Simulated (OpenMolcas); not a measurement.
# One shape, several levels: C2H4 (ethylene)

Wanted: a comparison of 6 runs (PBE/def2-TZVP, PBE0/def2-TZVP, SVWN5/def2-TZVP, revPBE/def2-TZVP, MP2/def2-TZVP, CCSD(T)/def2-TZVP) of C2H4 (ethylene). 

Program for the calculation: OpenMolcas 26.06.

1 further run of the same task is left out (set aside as unsound or not needed).

**1. The structure to begin with**

C2H4 has 6 atoms, charge 0, and is taken as a singlet. SMILES: `C=C`. The shape is that of a PBE0-D4/def2-TZVP optimisation.

Bond lengths: C1–C2 1.323 Å, C1–H3 1.085 Å, C1–H4 1.085 Å, C2–H5 1.085 Å, C2–H6 1.085 Å. Angles: C1–C2–H5 121.7°, C1–C2–H6 121.7°, C2–C1–H3 121.7°, C2–C1–H4 121.7°, H5–C2–H6 116.7°, H3–C1–H4 116.7°.

**2. Energy and forces at PBE/def2-TZVP (run 1)**

File run.inp:

```
* C2H4 Kohn-Sham DFT

&GATEWAY
  BasLib
  $CurrDir
  Coord
  6
  bohr
  C     -0.16523765    -1.20931134    -0.26989069
  C      0.16533214     1.20931134     0.26987179
  H      0.06043344    -2.66969169     1.15072983
  H     -0.67546371    -1.83133359    -2.15523265
  H     -0.06064131     2.66969169    -1.15067313
  H      0.67559599     1.83131469     2.15519485
  Basis
  def2-TZVP
  Group
  NoSym

&SEWARD
  GridInput
  Grid=UltraFine
  End of Grid

&SCF
  KSDFT
  PBE
  Thresholds
  1e-10 1e-07 1e-07 1e-05
  PrOrbitals
  1 2

&ALASKA
```

The basis set def2-TZVP is read from a file made from the Basis Set Exchange's data (not shown).

On the command line:

```console
export MOLCAS_MEM=1860
pymolcas run.inp > run.log
```

Output:

```text
--- Start Module: gateway ---
[...]
--- Stop Module: gateway /rc=_RC_ALL_IS_WELL_ ---
[...]
      Basis functions           86
[...]
--- Start Module: scf ---
[...]
       Convergence after  11 Iterations
[...]
::    Total KS-DFT energy                             -78.5001371900
[...]
      Total spin, S                                     0.0000000000
[...]
      Total electronic charge=   16.000000
      Total            charge=   -0.000000
[...]
      Dipole Moment (debye):
      Origin of the operator (angstrom)=    0.0000   -0.0000   -0.0000
                   X= -9.7189E-05               Y=  1.0423E-05               Z=  2.3183E-05           Total=  1.0046E-04
      Quadrupole Moment (debye*angstrom):
[...]
--- Stop Module: scf /rc=_RC_ALL_IS_WELL_ ---
[...]
--- Start Module: alaska ---
[...]
 *              Molecular gradients               *
 **************************************************
  Irreducible representation: a
 ------------------------------------------------------------------------------------------
                              X                       Y                       Z
 ------------------------------------------------------------------------------------------
  C1                8.31880589461820E-04    6.12070277714416E-03    1.36245139168900E-03
  C2               -8.24220128335273E-04   -6.11381648533715E-03   -1.36407804536787E-03
  H3               -4.72426988329000E-04    3.74830450501618E-03   -3.19246858167577E-03
  H4                1.23353772006507E-03    1.81395215826941E-03    4.43708274596144E-03
  H5                4.62712830398726E-04   -3.75279619448365E-03    3.19901607427164E-03
  H6               -1.23148402326489E-03   -1.81634676058029E-03   -4.44200358490043E-03
 ------------------------------------------------------------------------------------------
[...]
```

Wall time 25 s (1 thread of Arm Neoverse V1, shared host); peak memory 0.47 GiB.

**3. Energy and forces at PBE0/def2-TZVP (run 2)**

File job.input:

```
>>> EXPORT MOLCAS_PRINT=2
&GATEWAY
BasLib=$CurrDir
Coord
6
angstrom
C       -0.087440      -0.639940      -0.142820
C        0.087490       0.639940       0.142810
H        0.031980      -1.412740       0.608940
H       -0.357440      -0.969100      -1.140500
H       -0.032090       1.412740      -0.608910
H        0.357510       0.969090       1.140480
Basis=def2-TZVP
Group=NoSym
&SEWARD
GridInput
Grid=UltraFine
End of Grid
&SCF
KSDFT=PBE0
Thresholds=1e-10 1e-07 1e-07 1e-05
PrOrbitals=1 2
&ALASKA
```

The basis set def2-TZVP is read from a file made from the Basis Set Exchange's data (not shown).

On the command line:

```console
export MOLCAS_MEM=1860
pymolcas job.input > job.log
```

Output:

```text
--- Start Module: gateway ---
[...]
--- Stop Module: gateway /rc=_RC_ALL_IS_WELL_ ---
[...]
      Basis functions           86
[...]
--- Start Module: scf ---
[...]
       Convergence after  11 Iterations
[...]
::    Total KS-DFT energy                             -78.5122254669
[...]
      Total spin, S                                     0.0000000000
[...]
      Total electronic charge=   16.000000
      Total            charge=   -0.000000
[...]
      Dipole Moment (debye):
      Origin of the operator (angstrom)=    0.0000   -0.0000   -0.0000
                   X= -1.0011E-04               Y=  9.8887E-06               Z=  2.3784E-05           Total=  1.0337E-04
      Quadrupole Moment (debye*angstrom):
[...]
--- Stop Module: scf /rc=_RC_ALL_IS_WELL_ ---
[...]
--- Start Module: alaska ---
[...]
 *              Molecular gradients               *
 **************************************************
  Irreducible representation: a
 ------------------------------------------------------------------------------------------
                              X                       Y                       Z
 ------------------------------------------------------------------------------------------
  C1                1.40836100714914E-06    4.78866018314150E-05    7.15679133223013E-06
  C2                7.38849706161115E-06   -4.09077569445415E-05   -9.02709461270135E-06
  H3               -1.40874328385943E-06   -1.16251701842707E-05    1.38225513510726E-05
  H4                3.37685632345597E-07   -4.20095323661052E-06   -1.40662219609844E-05
  H5               -9.55638497851519E-06    7.12616597731142E-06   -6.96107448350247E-06
  H6                1.83058456415530E-06    1.72111259844066E-06    9.07504839720019E-06
 ------------------------------------------------------------------------------------------
[...]
```

Run time: 26 s. Hardware: 1 thread of Arm Neoverse V1, shared host; peak memory 0.47 GiB.

Run 3 isn't shown in full; the table further down has it.

**4. Energy and forces at revPBE/def2-TZVP (run 4)**

File input.xyz:

```xyz
6

C     -0.087440    -0.639940    -0.142820
C      0.087490     0.639940     0.142810
H      0.031980    -1.412740     0.608940
H     -0.357440    -0.969100    -1.140500
H     -0.032090     1.412740    -0.608910
H      0.357510     0.969090     1.140480
```

File calc.inp:

```
&gateway
  baslib=$CurrDir
  coord=input.xyz
  basis=def2-TZVP
  group=NoSym

&seward
  gridinput
  Grid=UltraFine
  End of Grid

&scf
  ksdft=revPBE
  thresholds=1e-10 1e-07 1e-07 1e-05
  prorbitals=1

&alaska
```

The basis set def2-TZVP is read from a file made from the Basis Set Exchange's data (not shown).

On the command line:

```console
export MOLCAS_MEM=1860
pymolcas calc.inp > calc.log
```

Output:

```text
--- Start Module: gateway ---
[...]
--- Stop Module: gateway /rc=_RC_ALL_IS_WELL_ ---
[...]
      Basis functions           86
[...]
--- Start Module: scf ---
[...]
       Convergence after  11 Iterations
[...]
::    Total KS-DFT energy                             -78.5932211627
[...]
      Total spin, S                                     0.0000000000
[...]
      Total electronic charge=   16.000000
      Total            charge=   -0.000000
[...]
      Dipole Moment (debye):
      Origin of the operator (angstrom)=    0.0000   -0.0000   -0.0000
                   X= -9.5044E-05               Y=  1.0918E-05               Z=  2.2733E-05           Total=  9.8333E-05
      Quadrupole Moment (debye*angstrom):
[...]
--- Stop Module: scf /rc=_RC_ALL_IS_WELL_ ---
[...]
--- Start Module: alaska ---
[...]
 *              Molecular gradients               *
 **************************************************
  Irreducible representation: a
 ------------------------------------------------------------------------------------------
                              X                       Y                       Z
 ------------------------------------------------------------------------------------------
  C1                1.32584510630407E-03    9.73456138348805E-03    2.16898153322220E-03
  C2               -1.31820780088188E-03   -9.72766093460375E-03   -2.17059994185997E-03
  H3               -4.92141544874092E-04    4.27993036138297E-03   -3.45308244949050E-03
  H4                1.37366334882449E-03    2.16358549096252E-03    4.89441025418857E-03
  H5                4.82455866004150E-04   -4.28443247053556E-03    3.45962764744612E-03
  H6               -1.37161497537519E-03   -2.16598383068556E-03   -4.89933704350021E-03
 ------------------------------------------------------------------------------------------
[...]
```

It took 25 s on 1 thread of Arm Neoverse V1, shared host; peak memory 0.47 GiB.

Run 5 isn't shown in full; the table further down has it.

**5. The energy at CCSD(T)/def2-TZVP (run 6)**

File test.input:

```
&GATEWAY
BasLib=$CurrDir
Coord
6
angstrom
C       -0.087440      -0.639940      -0.142820
C        0.087490       0.639940       0.142810
H        0.031980      -1.412740       0.608940
H       -0.357440      -0.969100      -1.140500
H       -0.032090       1.412740      -0.608910
H        0.357510       0.969090       1.140480
Basis=def2-TZVP
Group=NoSym
&SEWARD
&SCF
Thresholds=1e-10 1e-07 1e-07 1e-05
PrOrbitals=1
&RASSCF
FileOrb=$Project.ScfOrb
Spin=1
Nactel=0 0 0
Inactive=8
Ras2=0
OutOrbitals=Canonical
OrbListing=Few
&MOTRA
JobIph
Frozen=2
&CCSDT
CCT
Triples=2
Iterations=80
Accuracy=1e-08
Extrapolation=5 4
```

The basis set def2-TZVP is read from a file made from the Basis Set Exchange's data (not shown).

On the command line:

```console
export MOLCAS_MEM=1860
pymolcas test.input > test.log
```

Output:

```text
--- Start Module: gateway ---
[...]
--- Stop Module: gateway /rc=_RC_ALL_IS_WELL_ ---
[...]
      Basis functions           86
[...]
       Convergence after  10 Iterations
[...]
::    Total SCF energy                                -78.0651483434
[...]
      Total spin, S                                     0.0000000000
[...]
      Number of active orbitals                  0
[...]
      Spin quantum number                      0.0
[...]
      Active orbitals                            0
[...]
      Number of CSFs                             1
[...]
      Number of root(s) required                 1
[...]
      Convergence after  4 iterations
[...]
      Natural orbitals and occupation numbers for root  1
      ************************************************************************************************************************
      *                                                    Final results                                                     *
      ************************************************************************************************************************
[...]
::    RASSCF root number  1 Total energy:    -78.06514834
[...]
      Total electronic charge=   16.000000
      Total            charge=   -0.000000
[...]
      Dipole Moment (debye):
      Origin of the operator (angstrom)=    0.0000   -0.0000   -0.0000
                   X= -1.0648E-04               Y=  1.1384E-05               Z=  2.5402E-05           Total=  1.1006E-04
      Quadrupole Moment (debye*angstrom):
[...]
--- Start Module: motra ---
[...]
--- Stop Module: motra /rc=_RC_ALL_IS_WELL_ ---
[...]
--- Start Module: ccsdt ---
[...]
      Convergence after                    14  Iterations
      Total energy (diff) :     -78.41499837      -0.00000001
[...]
 METHOD                       : CCSD+T(CCSD)+<T3(1)WT1> = CCSD(T)
[...]
       CCSD     =       -78.4149983691255
[...]
```

Wall time 23 s (1 thread of Arm Neoverse V1, shared host); peak memory 0.47 GiB.

**6. The series**

| run | level | task | integration grid | energy (Eh) | dipole moment (D) of the reference | HOMO energy (eV) | LUMO energy (eV) | wall time |
| --- | --- | --- | --- | --- | --- | --- | --- | --- |
| 1 | PBE/def2-TZVP | gradient | UltraFine | -78.500137 | 0.00 | -6.76 | -0.93 | 25 s |
| 2 | PBE0/def2-TZVP | gradient | UltraFine | -78.512225 | 0.00 | -7.90 | 0.14 | 26 s |
| 3 | SVWN5/def2-TZVP | gradient | UltraFine | -77.854435 | 0.00 | -6.96 | -1.16 | 17 s |
| 4 | revPBE/def2-TZVP | gradient | UltraFine | -78.593221 | 0.00 | -6.70 | -0.84 | 25 s |
| 5 | MP2/def2-TZVP | energy | – | -78.388684 | 0.00 | -10.33 | 3.93 | 5.4 s |
| 6 | CCSD(T)/def2-TZVP | energy | – | -78.429207 | 0.00 | -10.33 | 3.93 | 23 s |

**7. Outcome**

| quantity | value |
| --- | --- |
| run 6: total energy | -78.42921 Eh |
| run 6: dipole moment (mean-field density) | 0.00 D |
| run 6: HOMO energy (Hartree–Fock orbitals) | -10.33 eV |
| run 6: LUMO energy (Hartree–Fock orbitals) | 3.93 eV |
| run 6: HOMO–LUMO gap (Hartree–Fock orbitals) | 14.25 eV |
| run 6: correlation energy (2 core orbitals frozen) | -364.1 mEh |
| run 6: (T) correction | -14.21 mEh |

What this shows: Over runs 1, 2, 3, 4 the HOMO–LUMO gap runs from 5.79 eV (SVWN5/def2-TZVP) to 8.04 eV (PBE0/def2-TZVP). Totals of different functionals can't be ranked against each other. All runs together took 2 min, the longest 26 s.
